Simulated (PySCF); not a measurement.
**NH$_{4}$⁺, singlet along the distance N1-H4**

Starting geometry (PBE0/def2-TZVP stationary point for this spin, not checked as a minimum):

```json
{"atom": "N", "x (Å)": "0.0000", "y (Å)": "0.0000", "z (Å)": "0.0000"}
{"atom": "H", "x (Å)": "0.5903", "y (Å)": "0.5923", "z (Å)": "0.5902"}
{"atom": "H", "x (Å)": "-0.5929", "y (Å)": "-0.5882", "z (Å)": "0.5917"}
{"atom": "H", "x (Å)": "-0.5890", "y (Å)": "0.5896", "z (Å)": "-0.5943"}
{"atom": "H", "x (Å)": "0.5916", "y (Å)": "-0.5937", "z (Å)": "-0.5876"}
```

From there H4 moves along the line of the two atoms named below, all else staying in place; atoms are numbered as listed. Energies are in kcal/mol, counted from the starting geometry at the same level.

Basis 6-31G; PySCF 2.14.0. Correlated methods freeze the noble-gas cores. R marks a restricted (for open shells ROHF) determinant.

The highest cluster run ends over 0.1 eV above full CI (CCSDT or CCSDTQ; CCSD(T) where those didn't converge) at 3.522, so misses of HF, MP2 and cluster levels there may hold a gap between states. A value is left out where its run failed or describes another state than the reference as far as symmetry and spin tell, or, spin-broken singlets apart, can't be checked.

Full CI is exact within this basis and frozen core; it isn't the basis-set limit.

```tsv
distance N1-H4 (Å)	full CI	error RHF	error RMP2	error RCCSD	error RCCSD(T)	error RCCSDT	error RCCSDT(Q)
0.809	39.8	-4.6	-0.4	-0.2	0.0	0.0	0.0
0.904	10.3	-2.6	-0.2	-0.1	0.0	0.0	0.0
1.024	0.0	0.0	0.0	0.0	0.0	0.0	0.0
1.143	–	–	–	–	–	–	–
1.236	13.0	4.5	0.7	0.2	0.0	0.0	0.0
1.397	31.2	8.0	1.5	0.4	0.1	0.1	0.0
1.600	54.7	12.6	2.8	0.7	0.1	0.1	0.0
1.858	80.6	18.8	5.1	1.3	0.1	0.1	0.0
2.296	111.3	30.1	10.8	2.9	-1.0	0.2	-0.1
2.748	126.8	43.0	20.0	5.1	-10.1	0.3	-0.1
3.522	133.0	61.9	–	–	–	–	–
```

Errors are those of relative energies. In total energy the starting point itself misses full CI by: RHF 84.3, RMP2 10.6, RCCSD 1.1, RCCSD(T) 0.2, RCCSDT 0.2, RCCSDT(Q) 0.0 kcal/mol.

Spread of the error over the points with a reference, to 3.522 Å (largest less smallest): RCCSDT(Q) 0.1 (9 of 10 points), RCCSDT 0.3 (9 of 10 points), RCCSD 5.3 (9 of 10 points), RCCSD(T) 10.2 (9 of 10 points), RMP2 20.3 (9 of 10 points), RHF 66.5 kcal/mol.

Going outwards, the relative energy of RCCSD(T) first misses by more than 1.0 kcal/mol at 2.748 Å.

RHF keeps both spins in the same orbitals, so it can't give open-shell fragments and ends 61.9 kcal/mol too high at 3.522 Å.
